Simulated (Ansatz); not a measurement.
# SiH₃ (doublet): the correlation ladder at a displaced geometry (v2), cc-pVDZ

The task here is to estimate one member of a computed series from the others.

The runs use Ansatz 0.2.0, Gaussian basis; cc-pVDZ, core rule «outside noble gas», up to 5 orbitals frozen.

The runs, in order: UHF; CCSD(T) on ROHF; CCSD(T) on UHF; BCCD(T) on ROHF; CISD; CCSDT(Q) on ROHF; CCSDT(Q) on UHF; CASSCF and MRCISD+Q, 7 electrons in 7 orbitals; CASSCF and NEVPT2, 7 electrons in 7 orbitals.

17 further runs of the same task are left out: 2 for a known fault of the program, 6 that didn't finish, 9 set aside as unsound or not needed.

## The geometry

The geometry is a PBE0/def2-TZVP stationary point (not a proven minimum) with its atoms shifted at random (size 0.100 Å).

4 atoms, charge 0, spin multiplicity 2.

Atoms are counted from 1 here; the program's logs count them from 0.

Bond lengths: Si1–H2 1.334 Å, Si1–H3 1.513 Å, Si1–H4 1.561 Å. Angles: H2–Si1–H3 112.6°, H2–Si1–H4 109.3°, H3–Si1–H4 109.5°.

The first run:

Contents of in.yaml:

```yaml
crystal:
  periodic: [false, false, false]
  atoms:
    - {symbol: Si, position_ang: [0.008458, 0.003016, -0.044924]}
    - {symbol: H, position_ang: [1.258842, 0.026045, 0.419525]}
    - {symbol: H, position_ang: [-0.800944, 1.199046, 0.405255]}
    - {symbol: H, position_ang: [-0.693565, -1.309124, 0.426999]}
basis:
  gaussian: {orbitals: cc-pVDZ}
magnetization: {spin_polarized: true, initial_magnetization: 1}
hamiltonian: {xc: hf}
output: {orbitals: {seedname: orbitals}}
```

Launch:

```sh
$ ansatz run in.yaml --threads 1 --pin off --events-out ev --progress --plain --max-ram 2393MiB
```

Steps of the session up to this table: UHF; CCSD(T) on ROHF; CCSD(T) on UHF; BCCD(T) on ROHF; CISD; CCSDT(Q) on ROHF; CCSDT(Q) on UHF; CASSCF and MRCISD+Q, 7 electrons in 7 orbitals; CASSCF and NEVPT2, 7 electrons in 7 orbitals.

One table of the session follows, with a row left open; its other results are not shown here.

It belongs to the step «Misses and costs». 

```
          method  from UCCSDT(Q) (kJ/mol)
            ROHF                   +329.2
             UHF                   +325.4
            RMP2                    +78.0
            UMP2                    +77.4
            CISD                    +19.6
           RCCSD                     +7.5
           UCCSD                     +7.4
        RCCSD(T)                     +1.7
        UCCSD(T)                     +1.7
         BCCD(T)                     +1.7
          RCCSDT                     +0.1
          UCCSDT                     +0.1
       RCCSDT(Q)                      0.0
       UCCSDT(Q)                        0
  CASSCF valence                   +217.3
  NEVPT2 valence                        ?
  MRCISD valence                     +9.8
MRCISD+Q valence                     +0.7
```

Q: Estimate the row for NEVPT2 valence from the others.

As computed: from UCCSDT(Q) (kJ/mol): +70.1. In the column «from UCCSDT(Q) (kJ/mol)» it lies between CISD (+19.6) and UMP2 (+77.4).

Caveats from the session: Restricted and unrestricted rows rest on different reference determinants; where their highest levels disagree by more than a few hundredths of an eV, they describe different states and don't form one ladder.
